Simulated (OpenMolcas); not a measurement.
# One shape, several levels: SiO2 (silicon dioxide molecule)

Aim: a comparison of 6 runs (HF/STO-3G, UHF/STO-3G, B3LYP/STO-3G, PBE/STO-3G, r2SCAN/STO-3G, MP2/STO-3G) of SiO2 (silicon dioxide molecule). 

The calculation is run with OpenMolcas 26.06.

1 further run of the same task is left out (set aside as unsound or not needed).

### 1 The molecule

The species is SiO2 (3 atoms), meant as a singlet with charge 0. As SMILES, `O=[Si]=O`. The coordinates come from a PBE0-D4/def2-TZVP relaxation.

Bond lengths: O1–Si2 1.506 Å, Si2–O3 1.506 Å. Angles: O1–Si2–O3 180.0°.

### 2 A single-point energy at HF/STO-3G (run 1)

Contents of calc.inp:

```
* O2Si Hartree-Fock
>>> EXPORT MOLCAS_PRINT=2

&GATEWAY
  BasLib
  $CurrDir
  Coord
  3
  bohr
  O      1.31851861     2.32360724     0.98031432
  Si    -0.00001890     0.00000000     0.00000000
  O     -1.31851861    -2.32362614    -0.98031432
  Basis
  STO-3G
  Group
  NoSym

&SEWARD

&SCF
  Thresholds
  1e-10 1e-07 1e-07 1e-05
  PrOrbitals
  1 1
```

The basis set STO-3G is read from a file made from the Basis Set Exchange's data (not shown).

Command:

```
export MOLCAS_MEM=1860
pymolcas calc.inp > calc.log
```

The program printed:

```text
--- Start Module: gateway ---
[...]
--- Stop Module: gateway /rc=_RC_ALL_IS_WELL_ ---
--- Start Module: seward ---
[...]
      Basis functions           19
--- Stop Module: seward /rc=_RC_ALL_IS_WELL_ ---
--- Start Module: scf ---
[...]
       Convergence after  12 Iterations
[...]
::    Total SCF energy                               -433.1364697023
[...]
      Total spin, S                                     0.0000000000
[...]
      Total electronic charge=   30.000000
      Total            charge=   -0.000000
[...]
      Dipole Moment (debye):
      Origin of the operator (angstrom)=   -0.0000   -0.0000    0.0000
                   X= -3.8347E-05               Y=  1.8862E-05               Z= -1.0240E-07           Total=  4.2735E-05
      Quadrupole Moment (debye*angstrom):
[...]
--- Stop Module: scf /rc=_RC_ALL_IS_WELL_ ---
[...]
```

It took 1.7 s on 1 thread of Intel Xeon Platinum 8488C (Sapphire Rapids), shared host; peak memory 0.37 GiB.

### 3 The energy at UHF/STO-3G (run 2)

Contents of step1.inp:

```
&GATEWAY
 BasLib = $CurrDir
 Coord
 3
 bohr
 O      1.31851861     2.32360724     0.98031432
 Si    -0.00001890     0.00000000     0.00000000
 O     -1.31851861    -2.32362614    -0.98031432
 Basis = STO-3G
 Group = NoSym

&SEWARD

&SCF
 UHF
 Scramble = 0.25
 PrOrbitals = 1 1
```

The basis set STO-3G is read from a file made from the Basis Set Exchange's data (not shown).

Command:

```
export MOLCAS_MEM=1860
pymolcas step1.inp > step1.log
```

The program printed:

```text
--- Start Module: gateway ---
[...]
--- Stop Module: gateway /rc=_RC_ALL_IS_WELL_ ---
--- Start Module: seward ---
[...]
      Basis functions           19
--- Stop Module: seward /rc=_RC_ALL_IS_WELL_ ---
--- Start Module: scf ---
[...]
       Convergence after  17 Iterations
[...]
::    Total SCF energy                               -433.1364697022
[...]
      Total spin, S                                     0.0000000002
[...]
      Total electronic charge=   30.000000
      Total            charge=   -0.000000
[...]
      Dipole Moment (debye):
      Origin of the operator (angstrom)=   -0.0000   -0.0000    0.0000
                   X= -3.8883E-05               Y=  1.7741E-05               Z= -6.0510E-07           Total=  4.2743E-05
      Quadrupole Moment (debye*angstrom):
[...]
--- Stop Module: scf /rc=_RC_ALL_IS_WELL_ ---
[...]
```

Wall time 2.1 s (1 thread of Intel Xeon Platinum 8488C (Sapphire Rapids), shared host); peak memory 0.37 GiB.

Runs 3 to 4 aren't shown in full; the table further down has their settings and results.

### 4 The energy at r2SCAN/STO-3G (run 5)

Contents of calc.input:

```
* O2Si Kohn-Sham DFT
&GATEWAY
BasLib
$CurrDir
Coord
3
bohr
O      1.31851861     2.32360724     0.98031432
Si    -0.00001890     0.00000000     0.00000000
O     -1.31851861    -2.32362614    -0.98031432
Basis
STO-3G
Group
NoSym
&SEWARD
GridInput
Grid=UltraFine
End of Grid
&SCF
KSDFT
2
1.0 MGGA_X_R2SCAN
1.0 MGGA_C_R2SCAN
Thresholds
1e-10 1e-07 1e-07 1e-05
PrOrbitals
1 1
```

The basis set STO-3G is read from a file made from the Basis Set Exchange's data (not shown).

Command:

```
export MOLCAS_MEM=1860
pymolcas calc.input > calc.log
```

The program printed:

```text
--- Start Module: gateway ---
[...]
--- Stop Module: gateway /rc=_RC_ALL_IS_WELL_ ---
--- Start Module: seward ---
[...]
      Basis functions           19
--- Stop Module: seward /rc=_RC_ALL_IS_WELL_ ---
--- Start Module: scf ---
[...]
       Convergence after  13 Iterations
[...]
::    Total KS-DFT energy                            -434.3417977878
[...]
      Total spin, S                                     0.0000000000
[...]
      Total electronic charge=   30.000000
      Total            charge=   -0.000000
[...]
      Dipole Moment (debye):
      Origin of the operator (angstrom)=   -0.0000   -0.0000    0.0000
                   X= -2.4273E-05               Y=  1.2022E-05               Z= -3.7627E-08           Total=  2.7087E-05
      Quadrupole Moment (debye*angstrom):
[...]
--- Stop Module: scf /rc=_RC_ALL_IS_WELL_ ---
[...]
```

It took 5.4 s on 1 thread of Intel Xeon Platinum 8488C (Sapphire Rapids), shared host; peak memory 0.37 GiB.

### 5 A single-point energy at MP2/STO-3G (run 6)

Contents of calc.inp:

```
&GATEWAY
  BasLib=$CurrDir
  Coord
  3
  bohr
  O      1.31851861     2.32360724     0.98031432
  Si    -0.00001890     0.00000000     0.00000000
  O     -1.31851861    -2.32362614    -0.98031432
  Basis=STO-3G
  Group=NoSym

&SEWARD

&SCF
  Thresholds=1e-10 1e-07 1e-07 1e-05
  PrOrbitals=1 1

&MBPT2
  Frozen=7
```

The basis set STO-3G is read from a file made from the Basis Set Exchange's data (not shown).

Command:

```
export MOLCAS_MEM=1860
pymolcas calc.inp > calc.log
```

The program printed:

```text
--- Start Module: gateway ---
[...]
--- Stop Module: gateway /rc=_RC_ALL_IS_WELL_ ---
[...]
      Basis functions           19
[...]
--- Start Module: scf ---
[...]
       Convergence after  12 Iterations
[...]
::    Total SCF energy                               -433.1364697023
[...]
      Total spin, S                                     0.0000000000
[...]
      Total electronic charge=   30.000000
      Total            charge=   -0.000000
[...]
      Dipole Moment (debye):
      Origin of the operator (angstrom)=   -0.0000   -0.0000    0.0000
                   X= -3.8347E-05               Y=  1.8862E-05               Z= -1.0240E-07           Total=  4.2735E-05
      Quadrupole Moment (debye*angstrom):
[...]
--- Stop Module: scf /rc=_RC_ALL_IS_WELL_ ---
--- Start Module: mbpt2 ---
[...]
WARNING!
Default frozen orbitals as non valence orbitals is overwritten by user input.
Default values:   4
[...]
       Reference weight ( Cref**2 )         =        0.87149
::    Total MBPT2 energy                             -433.3436657600
[...]
      Total MBPT2 calculations                           0.03      0.04
--- Stop Module: mbpt2 /rc=_RC_ALL_IS_WELL_ ---
[...]
```

Run time: 1.9 s. Hardware: 1 thread of Intel Xeon Platinum 8488C (Sapphire Rapids), shared host; peak memory 0.37 GiB.

### 6 All runs side by side

```csv
run,level,SCF convergence threshold,scramble,energy (Eh),dipole moment (D) of the reference,HOMO energy (eV),LUMO energy (eV),wall time
1,HF/STO-3G,1e-10,–,-433.136470,0.00,-7.80,8.03,1.7 s
2,UHF/STO-3G,–,0.25,-433.136470,0.00,-7.80,8.03,2.1 s
3,B3LYP/STO-3G,1e-10,–,-434.383938,0.00,-3.84,2.46,3.3 s
4,PBE/STO-3G,1e-10,–,-434.106171,0.00,-2.66,1.49,3.6 s
5,r2SCAN/STO-3G,1e-10,–,-434.341798,0.00,-3.01,1.70,5.4 s
6,MP2/STO-3G,1e-10,–,-433.343666,0.00,-7.80,8.03,1.9 s
```

### 7 Results

| quantity | value |
| --- | --- |
| run 6: total energy | -433.34367 Eh |
| run 6: dipole moment (mean-field density) | 0.00 D |
| run 6: HOMO energy (Hartree–Fock orbitals) | -7.80 eV |
| run 6: LUMO energy (Hartree–Fock orbitals) | 8.03 eV |
| run 6: HOMO–LUMO gap (Hartree–Fock orbitals) | 15.84 eV |
| run 6: correlation energy (7 core orbitals frozen) | -207.2 mEh |

What this shows: Over runs 1, 2, 3, 4, 5 the HOMO–LUMO gap runs from 4.15 eV (PBE/STO-3G) to 15.84 eV (HF/STO-3G). Exact exchange widens orbital gaps. Totals of different functionals can't be ranked against each other. In runs 1, 2, 3, 4, 5, 6 the basis is minimal, so the values are rough. All runs together took 18 s, the longest 5.4 s.
